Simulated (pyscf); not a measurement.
PySCF, gas phase, ωB97X-D3(BJ)/def2-SVP geometries.

Problem. Estimate the classical barrier height and the reaction energy of water (H₂O) + O=In–OH -> HO–In(OH)–OH at M06-2X/def2-TZVP. The step runs on the singlet surface, breaks H–O and forms In–O, H–O; take the separated reactants as zero.

Solution. ΔE‡ = -73.4 kJ/mol, ΔE = -254.1 kJ/mol. CCSD(T)/def2-TZVPP + ΔMP2(QZVPP) gives -48.9 kJ/mol and -220.1 kJ/mol. Zero-point energy shifts the barrier by +0.8 kJ/mol. It is an addition across a multiple bond or ene-type step, with an imaginary mode of 774i cm⁻¹. On the reactant side the descent ends in an adduct with a In–O contact, 71.0 kJ/mol under the separated species and 6.9 kJ/mol under the saddle at ωB97X-D3(BJ)/def2-TZVP. At M06-2X the saddle lies under the separated reactants, which points to a path from their complex (located at ωB97X-D3(BJ) alone). What is counted as formed (In–O) is already present as a longer contact in the reactant adduct; forming that adduct is a step of its own. At ωB97X-D3(BJ) the barrier from the zero used here is -64.1 kJ/mol. This is the saddle that the search found; another between the same sides may lie lower. The CCSD(T) − MP2 part came from Ansatz, without density fitting, on the same reference. The frozen core leaves the outer d or s,p core shells of the metals and heavy elements correlated in the MP2 and CC values, and def2-TZVPP describes them poorly, which can shift differences by a few kcal/mol. Elements past Kr carry the def2 core potentials, without spin-orbit coupling.
